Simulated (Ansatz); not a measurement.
Geometry optimisation of C₄H₇FO, SMILES `C=COC(C)F`.

```yaml
crystal:
  periodic: [false, false, false]
  atoms:
    - {symbol: C, position_ang: [-1.924033, 1.131284, 0.296460]}
    - {symbol: C, position_ang: [-0.644733, 1.531253, 0.179968]}
    - {symbol: O, position_ang: [0.481018, 0.752807, 0.126887]}
    - {symbol: C, position_ang: [0.319232, -0.624710, -0.068439]}
    - {symbol: C, position_ang: [1.675749, -1.233425, -0.336664]}
    - {symbol: F, position_ang: [-0.229204, -1.209521, 1.069310]}
    - {symbol: H, position_ang: [-2.715689, 1.892706, 0.295342]}
    - {symbol: H, position_ang: [-2.211150, 0.080495, 0.433578]}
    - {symbol: H, position_ang: [-0.362636, 2.593973, 0.112521]}
    - {symbol: H, position_ang: [-0.412015, -0.797210, -0.895025]}
    - {symbol: H, position_ang: [1.578715, -2.327255, -0.467926]}
    - {symbol: H, position_ang: [2.119233, -0.796594, -1.251584]}
    - {symbol: H, position_ang: [2.345911, -1.028603, 0.520272]}
basis:
  gaussian: {orbitals: def2-TZVP}
hamiltonian: {xc: pbe0, dispersion: d4}
relax: {f_tol: 0.005, max_steps: 150}
```

```sh
$ ansatz run in.yaml --threads 4 --pin off --events-out ev --progress --plain --max-ram 10444MiB
```

Shortened log:

```
Functional definition: PBE0
mean field -9019.04494692 eV, -331.4437884709 hartree, gradient 1.6e-5 eV, S^2 0.000000; 0 other end points of the search recorded, 0 dependent functions left out
relax step   1: F+E_penalty+E_count = -9019.23710403 eV  Δ(F+E_penalty+E_count) = +0.000e0 eV  max|allowed force component| = 5.896e-1 eV/Å  Δτ_max = 0.0000 Å  (29 SCF iters, accepted)
mean field -9019.10104042 eV, -331.4458498693 hartree, gradient 1.2e-5 eV, S^2 0.000000; 0 other end points of the search recorded, 0 dependent functions left out
relax step   2: F+E_penalty+E_count = -9019.29420191 eV  Δ(F+E_penalty+E_count) = -5.710e-2 eV  max|allowed force component| = 1.867e-1 eV/Å  Δτ_max = 0.0583 Å  (31 SCF iters, accepted)
mean field -9019.10501920 eV, -331.4459960865 hartree, gradient 1.2e-5 eV, S^2 0.000000; 0 other end points of the search recorded, 0 dependent functions left out
relax step   3: F+E_penalty+E_count = -9019.29846076 eV  Δ(F+E_penalty+E_count) = -4.259e-3 eV  max|allowed force component| = 1.041e-1 eV/Å  Δτ_max = 0.0335 Å  (31 SCF iters, accepted)
mean field -9019.10715762 eV, -331.4460746721 hartree, gradient 1.2e-5 eV, S^2 0.000000; 0 other end points of the search recorded, 0 dependent functions left out
relax step   4: F+E_penalty+E_count = -9019.30061463 eV  Δ(F+E_penalty+E_count) = -2.154e-3 eV  max|allowed force component| = 3.745e-2 eV/Å  Δτ_max = 0.0297 Å  (32 SCF iters, accepted)
mean field -9019.10735051 eV, -331.4460817606 hartree, gradient 1.2e-5 eV, S^2 0.000000; 0 other end points of the search recorded, 0 dependent functions left out
relax step   5: F+E_penalty+E_count = -9019.30077604 eV  Δ(F+E_penalty+E_count) = -1.614e-4 eV  max|allowed force component| = 9.520e-3 eV/Å  Δτ_max = 0.0059 Å  (32 SCF iters, accepted)
mean field -9019.10746109 eV, -331.4460858243 hartree, gradient 1.2e-5 eV, S^2 0.000000; 0 other end points of the search recorded, 0 dependent functions left out
relax step   6: F+E_penalty+E_count = -9019.30086227 eV  Δ(F+E_penalty+E_count) = -8.622e-5 eV  max|allowed force component| = 8.277e-3 eV/Å  Δτ_max = 0.0078 Å  (32 SCF iters, accepted)
mean field -9019.10748394 eV, -331.4460866643 hartree, gradient 1.2e-5 eV, S^2 0.000000; 0 other end points of the search recorded, 0 dependent functions left out
relax step   7: F+E_penalty+E_count = -9019.30088282 eV  Δ(F+E_penalty+E_count) = -2.055e-5 eV  max|allowed force component| = 5.359e-3 eV/Å  Δτ_max = 0.0043 Å  (32 SCF iters, accepted)
mean field -9019.10743891 eV, -331.4460850093 hartree, gradient 1.2e-5 eV, S^2 0.000000; 0 other end points of the search recorded, 0 dependent functions left out
relax step   8: F+E_penalty+E_count = -9019.30086655 eV  Δ(F+E_penalty+E_count) = +1.627e-5 eV  max|allowed force component| = 1.105e-2 eV/Å  Δτ_max = 0.0022 Å  (32 SCF iters, rejected (line search))
mean field -9019.10748605 eV, -331.4460867417 hartree, gradient 1.2e-5 eV, S^2 0.000000; 0 other end points of the search recorded, 0 dependent functions left out
relax step   9: F+E_penalty+E_count = -9019.30088783 eV  Δ(F+E_penalty+E_count) = -5.010e-6 eV  max|allowed force component| = 1.118e-3 eV/Å  Δτ_max = 0.0011 Å  (32 SCF iters, accepted)
mean field -9019.10748605 eV, -331.4460867417 hartree, gradient 1.2e-5 eV, S^2 0.000000; 1 other end points of the search recorded, 0 dependent functions left out
Total energy: -9019.30091776 eV, -331.4531952260 hartree
Atom 0 at    -1.902583     1.120634     0.260114 Å, force    -0.000162     0.000264    -0.000077 eV/Å
Atom 1 at    -0.639138     1.515971     0.194880 Å, force    -0.000075    -0.000546     0.000271 eV/Å
Atom 2 at     0.478197     0.742993     0.163951 Å, force    -0.000033     0.000381     0.000659 eV/Å
Atom 3 at     0.319591    -0.617990    -0.037844 Å, force    -0.000822    -0.000948     0.000435 eV/Å
Atom 4 at     1.657177    -1.220437    -0.345827 Å, force     0.000398     0.000242     0.000085 eV/Å
Atom 5 at    -0.187108    -1.201402     1.108120 Å, force    -0.000098     0.000008    -0.001118 eV/Å
Atom 6 at    -2.678594     1.873299     0.249456 Å, force     0.000276    -0.000067     0.000026 eV/Å
Atom 7 at    -2.200032     0.085180     0.351480 Å, force     0.000247    -0.000064    -0.000045 eV/Å
Atom 8 at    -0.361381     2.562938     0.156594 Å, force     0.000061    -0.000144    -0.000125 eV/Å
Atom 9 at    -0.424992    -0.790848    -0.824918 Å, force     0.000598     0.000817    -0.000019 eV/Å
Atom 10 at     1.556337    -2.299214    -0.464887 Å, force    -0.000047     0.000133     0.000861 eV/Å
Atom 11 at     2.054259    -0.794541    -1.267809 Å, force    -0.000455    -0.000744    -0.000301 eV/Å
Atom 12 at     2.348664    -1.011385     0.471391 Å, force     0.000113     0.000668    -0.000653 eV/Å
Dipole moment:     0.074513     0.005548    -0.318163 e Å
```

It took 40 s on 4 threads of an Arm Neoverse V1 on a shared host, with 0.62 GiB of host memory at the peak.
